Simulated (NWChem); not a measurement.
System: C₂H₃, doublet; SMILES C=[CH]

Here is an NWChem input.

```
start job
memory heap 200 mb stack 900 mb global 1100 mb
geometry units angstroms noautoz
  C     -0.107039    -0.706819     0.000000
  C     -0.009591     0.590998     0.000000
  H      0.548118    -1.565332     0.000000
  H      0.960152     1.094062     0.000000
  H     -0.885027     1.235967     0.000000
end
basis spherical
  * library 6-31g*
end
dft
  odft
  mult 2
  xc r2scan
  iterations 200
  vectors input hcore
end
task dft gradient
```

NWChem printed, in part:

```
             Northwest Computational Chemistry Package (NWChem) 7.3.0
             --------------------------------------------------------

 CS  symmetry detected

                             Geometry "geometry" -> ""
                             -------------------------

 Output coordinates in angstroms (scale by  1.889725989 to convert to a.u.)

  No.       Tag          Charge          X              Y              Z
 ---- ---------------- ---------- -------------- -------------- --------------
    1 C                    6.0000    -0.10656525    -0.71079184     0.00000000
    2 C                    6.0000    -0.00067198     0.58636339     0.00000000
    3 H                    1.0000     0.54298991    -1.57355099     0.00000000
    4 H                    1.0000     0.97232487     1.08310479     0.00000000
    5 H                    1.0000    -0.87189141     1.23701684     0.00000000

 Effective nuclear repulsion energy (a.u.)      28.5140900097

      Symmetry information
      --------------------

 Group name             Cs
 Group number              2
 Group order               2
 No. of unique centers     5

                                 NWChem DFT Module
                                 -----------------

 Summary of "ao basis" -> "ao basis" (spherical)
 ------------------------------------------------------------------------------
       Tag                 Description            Shells   Functions and Types
 ---------------- ------------------------------  ------  ---------------------
 C                           6-31g*                  6       14   3s2p1d
 H                           6-31g*                  2        2   2s

      Symmetry analysis of basis
      --------------------------

        a'         26
        a"          8

            General Information
            -------------------
          SCF calculation type: DFT
          Wavefunction type:  spin polarized.
          No. of atoms     :     5
          No. of electrons :    15
           Alpha electrons :     8
            Beta electrons :     7
          Charge           :     0
          Spin multiplicity:     2
          Use of symmetry is: on ; symmetry adaption is: on
          Maximum number of iterations: 200
          AO basis - number of functions:    34
                     number of shells:    18
          Convergence on energy requested:  1.00D-06
          Convergence on density requested:  1.00D-05
          Convergence on gradient requested:  5.00D-04

              XC Information
              --------------
                      r^2SCAN Method XC Functional
               r^2SCAN metaGGA Exchange Functional  1.000
                     r^2SCAN Correlation Potential  1.000

             Grid Information
             ----------------
          Grid used for XC integration:  medium
          Radial quadrature: Mura-Knowles
          Angular quadrature: Lebedev.
          Tag              B.-S. Rad. Rad. Pts. Rad. Cut. Ang. Pts.
          ---              ---------- --------- --------- ---------
          C                   0.70       49           7.0       434
          H                   0.35       45           8.0       434
          Grid pruning is: on
          Number of quadrature shells:   233
          Spatial weights used:  Erf1

      Non-variational initial energy
      ------------------------------

 Total energy =      28.514090
 1-e energy   =       0.000000
 2-e energy   =       0.000000
 HOMO         =      -7.472250
 LUMO         =      -7.408488

   Symmetry analysis of molecular orbitals - initial alpha
   -------------------------------------------------------

  Numbering of irreducible representations:

     1 a'          2 a"

  Orbital symmetries:

     1 a'          2 a'          3 a'          4 a'          5 a'
     6 a"          7 a'          8 a'          9 a"         10 a'
    11 a'         12 a"         13 a'         14 a'         15 a"
    16 a'         17 a'         18 a"

   Symmetry analysis of molecular orbitals - initial beta
   ------------------------------------------------------

  Numbering of irreducible representations:

     1 a'          2 a"

  Orbital symmetries:

     1 a'          2 a'          3 a'          4 a'          5 a'
     6 a"          7 a'          8 a'          9 a"         10 a'
    11 a'         12 a"         13 a'         14 a'         15 a"
    16 a'         17 a'         18 a"

   convergence    iter        energy       DeltaE   RMS-Dens  Diis-err
 ---------------- ----- ----------------- --------- --------- ---------
 d= 0,ls=0.0,diis     1    -67.1424142271 -9.57D+01  4.77D-01  1.02D+01
                                                     4.84D-01  9.01D+00
 d= 0,ls=0.0,diis     2    -70.0994357243 -2.96D+00  4.58D-01  6.00D+00
                                                     4.68D-01  4.82D+00
 d= 0,ls=0.0,diis     3    -77.2728362513 -7.17D+00  4.10D-02  9.79D-01
                                                     3.02D-02  7.46D-01
 d= 0,ls=0.0,diis     4    -77.5045978368 -2.32D-01  1.77D-02  5.69D-01
                                                     1.70D-02  6.41D-01
 d= 0,ls=0.0,diis     5    -77.7841876687 -2.80D-01  8.16D-03  1.16D-01
                                                     5.49D-03  8.72D-02
 d= 0,ls=0.0,diis     6    -77.8446425912 -6.05D-02  1.65D-03  1.37D-03
                                                     8.31D-04  9.84D-04
  Resetting Diis
 d= 0,ls=0.0,diis     7    -77.8453651211 -7.23D-04  3.91D-04  1.51D-04
                                                     2.15D-04  7.94D-05
 d= 0,ls=0.0,diis     8    -77.8454519222 -8.68D-05  1.70D-04  8.49D-06
                                                     7.31D-05  2.75D-06
 d= 0,ls=0.0,diis     9    -77.8454633700 -1.14D-05  4.25D-05  2.94D-06
                                                     8.33D-05  9.59D-06
 d= 0,ls=0.0,diis    10    -77.8454683759 -5.01D-06  1.04D-04  3.95D-06
                                                     6.22D-05  7.38D-07
 d= 0,ls=0.0,diis    11    -77.8454740418 -5.67D-06  1.02D-04  3.97D-07
                                                     1.09D-04  9.41D-07
 d= 0,ls=0.0,diis    12    -77.8454769469 -2.91D-06  1.27D-05  3.25D-08
                                                     1.05D-05  2.88D-08
 d= 0,ls=0.0,diis    13    -77.8454769924 -4.55D-08  2.72D-06  5.95D-09
                                                     2.93D-06  4.88D-09

         Total DFT energy =      -77.845476992422
      One electron energy =     -159.935723652471
           Coulomb energy =       65.425145046398
    Exchange-Corr. energy =      -11.848988396046
 Nuclear repulsion energy =       28.514090009697

 Numeric. integr. density =       14.999998690063

                  Occupations of the irreducible representations
                  ----------------------------------------------

                     irrep           alpha         beta
                     --------     --------     --------
                     a'                7.0          6.0
                     a"                1.0          1.0

                    DFT Final Alpha Molecular Orbital Analysis
                    ------------------------------------------

 Vector    6  Occ=1.000000D+00  E=-3.950273D-01  Symmetry=a'
              MO Center= -2.0D-01,  2.5D-01, -4.7D-16, r^2= 1.8D+00
   Bfn.  Coefficient  Atom+Function         Bfn.  Coefficient  Atom+Function
  ----- ------------  ---------------      ----- ------------  ---------------
     4      0.318852  1 C  py                18     -0.305511  2 C  py
    17      0.277987  2 C  px                33     -0.253399  5 H  s
    34     -0.197165  5 H  s                 29     -0.148581  3 H  s
    30     -0.125882  3 H  s                 22     -0.118058  2 C  py
    21      0.107973  2 C  px                 8      0.096393  1 C  py

 Vector    7  Occ=1.000000D+00  E=-2.551050D-01  Symmetry=a"
              MO Center= -5.8D-02, -1.2D-01,  1.3D-15, r^2= 1.3D+00
   Bfn.  Coefficient  Atom+Function         Bfn.  Coefficient  Atom+Function
  ----- ------------  ---------------      ----- ------------  ---------------
     5      0.434530  1 C  pz                19      0.379187  2 C  pz
     9      0.290409  1 C  pz                23      0.261109  2 C  pz

 Vector    8  Occ=1.000000D+00  E=-2.071095D-01  Symmetry=a'
              MO Center= -2.0D-01, -4.9D-01, -4.1D-17, r^2= 1.7D+00
   Bfn.  Coefficient  Atom+Function         Bfn.  Coefficient  Atom+Function
  ----- ------------  ---------------      ----- ------------  ---------------
     3      0.524247  1 C  px                 7      0.401784  1 C  px
     6     -0.262473  1 C  s                 32     -0.230056  4 H  s
     8      0.163080  1 C  py                31     -0.162281  4 H  s
    30      0.153623  3 H  s                 34      0.153542  5 H  s
     4      0.152392  1 C  py                33      0.128109  5 H  s

 Vector    9  Occ=0.000000D+00  E=-6.564153D-03  Symmetry=a"
              MO Center= -4.8D-02,  1.5D-03,  2.5D-16, r^2= 1.8D+00
   Bfn.  Coefficient  Atom+Function         Bfn.  Coefficient  Atom+Function
  ----- ------------  ---------------      ----- ------------  ---------------
    23     -0.637993  2 C  pz                 9      0.593517  1 C  pz
    19     -0.444031  2 C  pz                 5      0.431730  1 C  pz
    11     -0.031239  1 C  d -1              25     -0.027462  2 C  d -1

 Vector   10  Occ=0.000000D+00  E= 1.240914D-01  Symmetry=a'
              MO Center=  2.8D-01, -8.1D-01, -1.4D-16, r^2= 3.7D+00
   Bfn.  Coefficient  Atom+Function         Bfn.  Coefficient  Atom+Function
  ----- ------------  ---------------      ----- ------------  ---------------
    30      1.550811  3 H  s                  6     -1.363042  1 C  s
    34     -0.861330  5 H  s                 32      0.511445  4 H  s
    21     -0.502289  2 C  px                20      0.422358  2 C  s
     8      0.389800  1 C  py                 7     -0.347078  1 C  px
    17     -0.237060  2 C  px                 3     -0.206168  1 C  px

 Vector   11  Occ=0.000000D+00  E= 1.302074D-01  Symmetry=a'
              MO Center=  2.5D-01,  1.1D+00,  1.5D-17, r^2= 3.0D+00
   Bfn.  Coefficient  Atom+Function         Bfn.  Coefficient  Atom+Function
  ----- ------------  ---------------      ----- ------------  ---------------
    20      2.019695  2 C  s                 32     -1.467180  4 H  s
    34     -1.211740  5 H  s                 22      0.583102  2 C  py
     8     -0.307346  1 C  py                30     -0.285494  3 H  s
    18      0.241513  2 C  py                16      0.227802  2 C  s
    21      0.140136  2 C  px                15     -0.131107  2 C  s

                     DFT Final Beta Molecular Orbital Analysis
                     -----------------------------------------

 Vector    5  Occ=1.000000D+00  E=-4.114357D-01  Symmetry=a'
              MO Center=  2.8D-01,  2.5D-01,  2.4D-15, r^2= 1.6D+00
   Bfn.  Coefficient  Atom+Function         Bfn.  Coefficient  Atom+Function
  ----- ------------  ---------------      ----- ------------  ---------------
    17     -0.305608  2 C  px                18     -0.289325  2 C  py
     4      0.284344  1 C  py                31     -0.237081  4 H  s
    29     -0.156008  3 H  s                 32     -0.156305  4 H  s
    21     -0.148782  2 C  px                 3     -0.141568  1 C  px
    30     -0.136631  3 H  s                 22     -0.125998  2 C  py

 Vector    6  Occ=1.000000D+00  E=-3.805772D-01  Symmetry=a'
              MO Center= -1.5D-01,  3.2D-01, -1.2D-15, r^2= 1.8D+00
   Bfn.  Coefficient  Atom+Function         Bfn.  Coefficient  Atom+Function
  ----- ------------  ---------------      ----- ------------  ---------------
    17      0.327520  2 C  px                 4      0.267416  1 C  py
    18     -0.264730  2 C  py                33     -0.252690  5 H  s
    34     -0.186912  5 H  s                 21      0.159902  2 C  px
    29     -0.159640  3 H  s                 30     -0.139210  3 H  s
    31      0.115992  4 H  s                 22     -0.109993  2 C  py

 Vector    7  Occ=1.000000D+00  E=-2.474768D-01  Symmetry=a"
              MO Center= -4.0D-02,  5.0D-02, -1.1D-15, r^2= 1.3D+00
   Bfn.  Coefficient  Atom+Function         Bfn.  Coefficient  Atom+Function
  ----- ------------  ---------------      ----- ------------  ---------------
    19      0.439527  2 C  pz                 5      0.364968  1 C  pz
    23      0.324597  2 C  pz                 9      0.231551  1 C  pz

 Vector    8  Occ=0.000000D+00  E=-6.640720D-02  Symmetry=a'
              MO Center= -2.6D-01, -5.8D-01, -3.8D-16, r^2= 1.7D+00
   Bfn.  Coefficient  Atom+Function         Bfn.  Coefficient  Atom+Function
  ----- ------------  ---------------      ----- ------------  ---------------
     3      0.457227  1 C  px                 7      0.417650  1 C  px
    32     -0.333948  4 H  s                  6     -0.278391  1 C  s
     8      0.276309  1 C  py                34      0.243566  5 H  s
    30      0.199892  3 H  s                  4      0.148918  1 C  py
    31     -0.141768  4 H  s                 33      0.121403  5 H  s

 Vector    9  Occ=0.000000D+00  E= 7.935291D-03  Symmetry=a"
              MO Center= -5.4D-02, -1.7D-01,  6.2D-16, r^2= 1.8D+00
   Bfn.  Coefficient  Atom+Function         Bfn.  Coefficient  Atom+Function
  ----- ------------  ---------------      ----- ------------  ---------------
     9      0.637927  1 C  pz                23     -0.592585  2 C  pz
     5      0.467989  1 C  pz                19     -0.405900  2 C  pz
    25     -0.033231  2 C  d -1

 Vector   10  Occ=0.000000D+00  E= 1.416923D-01  Symmetry=a'
              MO Center= -3.1D-01,  5.4D-01, -2.9D-16, r^2= 4.0D+00
   Bfn.  Coefficient  Atom+Function         Bfn.  Coefficient  Atom+Function
  ----- ------------  ---------------      ----- ------------  ---------------
    20      1.694550  2 C  s                 34     -1.496578  5 H  s
     6     -0.921303  1 C  s                 30      0.865357  3 H  s
    32     -0.638491  4 H  s                 22      0.359643  2 C  py
    21     -0.285506  2 C  px                16      0.245127  2 C  s
     7     -0.206846  1 C  px                18      0.142326  2 C  py

   alpha - beta orbital overlaps
   -----------------------------

   alpha      1      2      3      4      5      6      7      8      9     10
    beta      1      2      3      4      5      6      7      8      9     11
 overlap   0.977  0.977  0.991  0.989  0.990  0.986  0.992  0.980  0.992  0.711

   alpha     11     12     13     14     15     16     17     18     19     20
    beta     10     12     13     14     15     17     16     18     19     20
 overlap   0.712  0.996  0.989  0.979  0.975  0.839  0.895  0.975  0.956  0.988

   alpha     21     22     23     24     25     26     27     28     29     30
    beta     21     22     23     24     25     26     27     28     29     30
 overlap   0.985  0.987  0.996  0.994  0.987  0.975  0.989  0.987  0.996  0.993

   alpha     31     32     33     34
    beta     31     32     33     34
 overlap   0.998  0.999  0.998  0.998

     --------------------------
     Expectation value of S2:
     --------------------------
      <S2> =      0.7696 (Exact =     0.7500)

     Multipole analysis of the density
     ---------------------------------

[...]

                         DFT ENERGY GRADIENTS

    atom               coordinates                        gradient
                 x          y          z           x          y          z
   1 C      -0.201379  -1.343202   0.000000    0.003989   0.013092   0.000000
   2 C      -0.001270   1.108066   0.000000   -0.001700  -0.010220   0.000000
   3 H       1.026102  -2.973580   0.000000   -0.001923   0.001645   0.000000
   4 H       1.837428   2.046771   0.000000   -0.002355  -0.002355   0.000000
   5 H      -1.647636   2.337623   0.000000    0.001988  -0.002161   0.000000
```

Level: r2SCAN/6-31G* (spherical d), spin-unrestricted. In the optimisation the excess spin sits in a' (Cs, its own frame). Geometry: optimised at PBE0-D3(BJ)/def2-TZVP, spin-unrestricted. No stability test was run on the SCF state.
